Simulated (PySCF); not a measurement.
Compound: propargyl chloride, C₃H₃Cl.
Cartesian coordinates in Å at the PBE0-D3(BJ)/def2-SVP level; atoms count from 1:
```xyz
7
C3H3Cl angstrom
C      1.592   -0.224   -0.609
C      0.511   -0.120   -0.076
C     -0.781   -0.014    0.572
Cl    -1.749    1.366   -0.043
H      2.556   -0.318   -1.076
H     -0.662    0.133    1.655
H     -1.375   -0.924    0.409
```

Method: core-valence-separated Tamm–Dancoff BHandHLYP/aug-pcX-1 (pcseg-1 on H, def2-SVPD on Cl) in PySCF, non-relativistic, gas phase, PBE0-D3(BJ)/def2-SVP geometry. Absolute energies from this functional tend to lie a few eV below measured edges; no shift was applied.

The lowest roots of each edge with f over 0.003 (five at most, numbered afresh; weaker and dark ones are left out), with transition dipoles (au) in the frame of the coordinates:

```json
{"root": "1", "edge": "C", "E (eV)": "283.27", "f": "0.0615", "μx": "0.0177", "μy": "-0.0752", "μz": "0.0537"}
{"root": "2", "edge": "C", "E (eV)": "283.56", "f": "0.0433", "μx": "0.0142", "μy": "-0.0630", "μz": "0.0454"}
{"root": "3", "edge": "C", "E (eV)": "283.79", "f": "0.0915", "μx": "0.0460", "μy": "0.0680", "μz": "0.0802"}
{"root": "4", "edge": "C", "E (eV)": "283.83", "f": "0.0250", "μx": "0.0241", "μy": "0.0355", "μz": "0.0418"}
{"root": "5", "edge": "C", "E (eV)": "285.20", "f": "0.0602", "μx": "-0.0455", "μy": "0.0727", "μz": "-0.0356"}
```

Q: Molecules are fixed in this frame and the field points along x. What effective strengths 3 f cos²θ do the roots have (θ between field and μ)?

A: root 1 (C1): 0.007, root 2 (C2): 0.004, root 3 (C2): 0.044, root 4 (C1): 0.012, root 5 (C3): 0.043. Averaged over all orientations cos²θ is 1/3, which gives f back.

On an AMD EPYC with one thread, on a shared host, this took 7.6 s wall and 0.53 GiB of memory at its peak.
